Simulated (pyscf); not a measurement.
7 gas-phase steps of one pattern: four-centre exchange on the singlet surface, Al–C + H–H or B–C + H–H or C–Ga + H–H or C–In + H–H broken and Al–H + C–H or B–H + C–H or C–H + Ga–H or C–H + H–In formed. PySCF, gas phase, ωB97X-D3(BJ)/def2-SVP geometries. Electronic energies in kJ/mol, from the separated reactants; ΔE‡ and ΔE at ωB97M-D3(BJ)/def2-TZVP. Rows were drawn at random from the steps of this pattern with a verified saddle, stable references and no exit in the data more than 5 kcal/mol lower.

```
row                                                                                                                  step     ΔE    ΔE‡
---  --------------------------------------------------------------------------------------------------------------------  -----  -----
1                              H₃C–InH₂ (SMILES [CH3][InH2]) + H₂ (SMILES [H][H]) → CH₄ (SMILES C) + InH₃ (SMILES [InH3])  -51.5      ?
2    H₃C–Ga(OH)–OH (SMILES [CH3][Ga]([OH])[OH]) + H₂ (SMILES [H][H]) -> HO–GaH–OH (SMILES [OH][GaH][OH]) + CH₄ (SMILES C)  -34.2  198.5
3     H₃C–Al(CH₃)–F (SMILES [CH3][Al]([CH3])[F]) + H₂ (SMILES [H][H]) → CH₄ (SMILES C) + H₃C–AlH–F (SMILES [CH3][AlH][F])  -22.6  123.7
4                          H₃C–B(CH₃)–CH₃ (SMILES CB(C)C) + H₂ (SMILES [H][H]) → CH₄ (SMILES C) + H₃C–BH–CH₃ (SMILES CBC)  -19.5  103.4
5                                    H₃C–BH–CH₃ (SMILES CBC) + H₂ (SMILES [H][H]) -> H₂B–CH₃ (SMILES BC) + CH₄ (SMILES C)  -15.9   84.3
6                                    H₃C–BH–Cl (SMILES CBCl) + H₂ (SMILES [H][H]) -> H₂B–Cl (SMILES BCl) + CH₄ (SMILES C)  -11.5  109.2
7                          H₂C=CH–BH–NH₂ (SMILES C=CBN) + H₂ (SMILES [H][H]) → H₂B–NH₂ (SMILES BN) + H₂C=CH₂ (SMILES C=C)   -4.6  200.1
```

Problem. From a straight line through the complete rows, estimate the missing barrier and say how far the line can be trusted.

Solution. Over the 6 complete rows the means are -18.1 (ΔE) and 136.5 (ΔE‡); least squares gives b = -0.65 and a = 124.8 kJ/mol, with residuals of 45.5 kJ/mol (root mean square; largest 72.3, row 7). For row 1: 124.8 + -0.65 × (-51.5) = 158.3 kJ/mol, an extrapolation. The computed barrier is 142.3 kJ/mol, 16.0 under the line. The scatter is large against the spread of the barriers, so the line says little here. Each barrier is that of the saddle found. Elements up to Kr have no core potential and no relativistic terms here. Elements past Kr carry the def2 core potentials, without spin-orbit coupling.
